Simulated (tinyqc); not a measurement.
Worked calculation: geometry optimisation on the UHF/sto-3g surface (energies and gradients from PySCF), for NH3+, spin multiplicity 2. Computed by tinyqc, a small Python program that keeps every step (integrals from PySCF). Settings: charge = 1, multiplicity = 2, basis = sto-3g, optimiser = bfgs, first Hessian = 0.3, largest step = 0.3, iteration cap = 30. Command: `OMP_NUM_THREADS=1 python tinyqc.py 24060 24061 out.jsonl` (the two numbers bound the seeds that draw the settings). One thread of a shared host (Intel(R) Xeon(R) Processor @ 2.60GHz), about 0.7 s of CPU time with the checks.

## Step 1: energy and gradient

positions at the start (bohr), order 1N, 2H, 3H, 4H:
$$\begin{pmatrix}
0.10016 & -0.02835 & 0.56881 \\
1.77067 & 0.01701 & -0.02268 \\
-0.91085 & 1.46076 & 0.10771 \\
-0.82581 & -1.51556 & 0.06992
\end{pmatrix}$$

Self-consistent energy and analytic gradient at these positions.

energy = -55.1601530 hartree

gradient (hartree/bohr), order 1N, 2H, 3H, 4H:
$$\begin{pmatrix}
0.0623497 & -0.0220346 & -0.0470987 \\
-0.1632539 & -0.0043576 & 0.0352728 \\
0.0446350 & -0.0834389 & 0.0007543 \\
0.0562692 & 0.1098311 & 0.0110716
\end{pmatrix}$$

## Step 1: move

Quasi-Newton step p = -H^(-1) g (first H = 0.3 times the unit matrix); steps longer than 0.3 bohr are cut back (factor 0.371 here).

positions after step 1 (bohr), order 1N, 2H, 3H, 4H:
$$\begin{pmatrix}
0.02303 & -0.00109 & 0.62707 \\
1.97263 & 0.02240 & -0.06631 \\
-0.96606 & 1.56398 & 0.10678 \\
-0.89542 & -1.65143 & 0.05622
\end{pmatrix}$$

## Step 2: energy and gradient

As before.

energy = -55.1892630 hartree

gradient (hartree/bohr), order 1N, 2H, 3H, 4H:
$$\begin{pmatrix}
-0.0579779 & 0.0269602 & 0.0520671 \\
0.0236813 & -0.0020019 & -0.0289807 \\
0.0243030 & -0.0435896 & -0.0074604 \\
0.0099935 & 0.0186313 & -0.0156260
\end{pmatrix}$$

## Step 2: move

inverse Hessian in use (bohr^2/hartree):
```
           1         2         3         4         5         6         7         8
1    2.87444   0.18345   0.37384   0.78022   0.01216  -0.24705  -0.11211   0.21563
2    0.18345   3.26098  -0.14819  -0.33145  -0.00579   0.09935   0.05485  -0.10468
3    0.37384  -0.14819   3.03039  -0.66059  -0.01109   0.20201   0.10416  -0.19928
4    0.78022  -0.33145  -0.66059   2.39362  -0.00240   0.40851  -0.00808  -0.00076
5    0.01216  -0.00579  -0.01109  -0.00240   3.33387   0.00600  -0.00642   0.01157
6   -0.24705   0.09935   0.20201   0.40851   0.00600   3.20068  -0.05443   0.10518
7   -0.11211   0.05485   0.10416  -0.00808  -0.00642  -0.05443   3.40800  -0.13523
8    0.21563  -0.10468  -0.19928  -0.00076   0.01157   0.10518  -0.13523   3.57803
9   -0.02778   0.01007   0.02131   0.06763   0.00170  -0.01556  -0.01727   0.03235
10  -0.20922   0.09314   0.18259   0.16757  -0.00334  -0.10703   0.04552  -0.07964
11  -0.41125   0.18282   0.35856   0.33461  -0.00633  -0.21053   0.08680  -0.15159
12  -0.09902   0.03877   0.07963   0.18444   0.00339  -0.05379  -0.03246   0.06175

           9        10        11        12
1   -0.02778  -0.20922  -0.41125  -0.09902
2    0.01007   0.09314   0.18282   0.03877
3    0.02131   0.18259   0.35856   0.07963
4    0.06763   0.16757   0.33461   0.18444
5    0.00170  -0.00334  -0.00633   0.00339
6   -0.01556  -0.10703  -0.21053  -0.05379
7   -0.01727   0.04552   0.08680  -0.03246
8    0.03235  -0.07964  -0.15159   0.06175
9    3.33273  -0.02259  -0.04413  -0.00514
10  -0.02259   3.32946  -0.01016  -0.05297
11  -0.04413  -0.01016   3.30843  -0.10391
12  -0.00514  -0.05297  -0.10391   3.31264
```

Quasi-Newton step p = -H^(-1) g (the inverse Hessian comes from BFGS updates; coordinates in the order x, y, z of each atom); steps longer than 0.3 bohr are cut back (factor 0.868 here).

positions after step 2 (bohr), order 1N, 2H, 3H, 4H:
$$\begin{pmatrix}
0.14178 & -0.06048 & 0.51509 \\
2.00680 & 0.03041 & -0.00942 \\
-1.05831 & 1.73146 & 0.12642 \\
-0.95610 & -1.76752 & 0.09167
\end{pmatrix}$$

## Step 3: energy and gradient

As before.

energy = -55.1889223 hartree

gradient (hartree/bohr), order 1N, 2H, 3H, 4H:
$$\begin{pmatrix}
0.1088874 & -0.0385292 & 0.0428635 \\
-0.0363775 & 0.0022242 & -0.0004804 \\
-0.0463034 & 0.0570755 & -0.0248247 \\
-0.0262065 & -0.0207705 & -0.0175584
\end{pmatrix}$$

## Step 3: move

inverse Hessian in use (bohr^2/hartree):
```
           1         2         3         4         5         6         7         8
1    1.92087   0.55459   0.22144   0.78710  -0.02480  -0.31210   0.45851  -0.62562
2    0.55459   3.12827   0.02782  -0.36534   0.00557   0.08119  -0.14836   0.16686
3    0.22144   0.02782   4.16578  -0.96973  -0.04714  -0.24049   0.38295  -0.88912
4    0.78710  -0.36534  -0.96973   2.47656   0.00593   0.52457  -0.06237   0.15387
5   -0.02480   0.00557  -0.04714   0.00593   3.33323   0.01471   0.01083  -0.00660
6   -0.31210   0.08119  -0.24049   0.52457   0.01471   3.35723  -0.08540   0.25471
7    0.45851  -0.14836   0.38295  -0.06237   0.01083  -0.08540   3.09688   0.27834
8   -0.62562   0.16686  -0.88912   0.15387  -0.00660   0.25471   0.27834   3.10183
9    0.11676  -0.07972  -0.28893   0.15576   0.01597   0.11850  -0.15768   0.31950
10   0.16686  -0.04089   0.36534   0.13205   0.00805  -0.12707  -0.15968   0.19341
11   0.09583   0.03263   0.90844   0.20554   0.00114  -0.35062  -0.14080   0.07124
12  -0.02610  -0.02928  -0.30303   0.28940   0.01646   0.09810  -0.13987   0.31490

           9        10        11        12
1    0.11676   0.16686   0.09583  -0.02610
2   -0.07972  -0.04089   0.03263  -0.02928
3   -0.28893   0.36534   0.90844  -0.30303
4    0.15576   0.13205   0.20554   0.28940
5    0.01597   0.00805   0.00114   0.01646
6    0.11850  -0.12707  -0.35062   0.09810
7   -0.15768  -0.15968  -0.14080  -0.13987
8    0.31950   0.19341   0.07124   0.31490
9    3.40663  -0.11485  -0.25575   0.09714
10  -0.11485   3.19411  -0.16057  -0.12343
11  -0.25575  -0.16057   3.22831  -0.30208
12   0.09714  -0.12343  -0.30208   3.44112
```

Quasi-Newton step p = -H^(-1) g (the inverse Hessian comes from BFGS updates; coordinates in the order x, y, z of each atom); steps longer than 0.3 bohr are cut back.

positions after step 3 (bohr), order 1N, 2H, 3H, 4H:
$$\begin{pmatrix}
0.03878 & -0.03408 & 0.36263 \\
2.04392 & 0.02995 & 0.03423 \\
-1.01867 & 1.70571 & 0.18113 \\
-0.92986 & -1.76772 & 0.14578
\end{pmatrix}$$

## Convergence

Stop when the largest gradient component is below 3e-5 hartree/bohr. The inverse Hessian follows the BFGS update with s = step, y = change of gradient.

Course of the optimisation:
```
step  E (hartree)  largest gradient (hartree/bohr)
1     -55.1601530                         1.63e-01
2     -55.1892630                         5.80e-02
3     -55.1889223                         1.09e-01
4     -55.2043844                         2.21e-02
5     -55.2005737                         1.03e-01
6     -55.2066037                         8.52e-03
7     -55.2068809                         4.39e-03
8     -55.2070069                         1.54e-03
9     -55.2070123                         5.25e-04
10    -55.2070129                         4.59e-05
11    -55.2070129                         2.57e-05
```

Final distances (angstrom):
```
pair   distance
2H-1N   1.05639
3H-1N   1.05641
3H-2H   1.82963
4H-1N   1.05644
4H-2H   1.82977
4H-3H   1.82988
```

Converged in 11 steps.
